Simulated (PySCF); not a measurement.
# Working out the electron affinity of Cl

Cl⁻ [Ar] (1S) → Cl [Ne] 3s2 3p5 (2P). All numbers are calculated (PySCF 2.14, no relativity, point nucleus, in def2-TZVPPD (6s6p4d1f, 51 functions)). Frozen: 1s2. Energies in hartree (1 hartree = 27.21139 eV):

```csv
part,Cl⁻ (lower),Cl (upper)
UHF,-459.564711,-459.477169
CCSD correlation,-0.377040,-0.340666
(T),-0.010460,-0.007405
```

Q: What does Hartree-Fock give?

A: (-459.477169) − (-459.564711) = 0.087542 hartree = 2.382 eV.

Q: What do CCSD and CCSD(T) give?

A: The CCSD correlation energies differ by 0.036374 hartree = 0.990 eV and the triples by 0.003055 hartree = 0.083 eV, so CCSD gives 3.372 eV and CCSD(T) 3.455 eV.

A first-order spin-orbit estimate adds -0.036 eV to CCSD(T) (valence and next inner shell), giving 3.419 eV against 3.613 eV (measured; photodetachment measurements, as compiled on the Wikipedia data page of electron affinities).

What remains against the reference includes basis incompleteness, the frozen core and higher excitations.
